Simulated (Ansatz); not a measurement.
Species: COS, charge 0, triplet. This triplet is an excited state, 3.4 eV above the singlet at CCSD(T)/cc-pV(5+d)Z (Ansatz, a quantum-chemistry and plane-wave program). COS (parent SMILES O=C=S, triplet).
B3LYP-D3(BJ)/def2-TZVP minimum from Ansatz:
```xyz
3

O     -1.5809     0.0693     0.1906
C     -0.6388    -0.0449    -0.5088
S      1.0300    -0.0178     0.0955
```
Charge 0, spin multiplicity 3.

Hartree-Fock and CCSD correlation energies in hartree (Ansatz). UHF or UKS for unpaired electrons; spin-orbit terms are left out. Cores are frozen in correlated methods. No relativity. The UHF reference of COS (parent SMILES O=C=S, triplet) is spin-contaminated (<S^2> up to 0.03 over the pure value in the sets run). The spin of COS (parent SMILES O=C=S, triplet) was assumed, and the state is the lowest solution found for it.

```tsv
basis	X	E(HF)	E(corr, CCSD)
cc-pV(T+d)Z	3	-510.25243	-0.52075
cc-pV(Q+d)Z	4	-510.26460	-0.55481
cc-pV(5+d)Z	5	-510.26724	withheld
```

Fit E(corr) = E∞ + A/X³ to X = 3 and 4, predict X = 5, and compare with the run.

A = (-0.52075 - (-0.55481))/(1/27 - 1/64) = 1.5907; E∞ = -0.55481 - A/64 = -0.57966; at X = 5, E∞ + A/125 = -0.56694. The run gave -0.56689, 0.05 mEh above the prediction. The same form on X = 4 and 5 gives E∞ = -0.57956, 0.10 mEh above the first estimate.
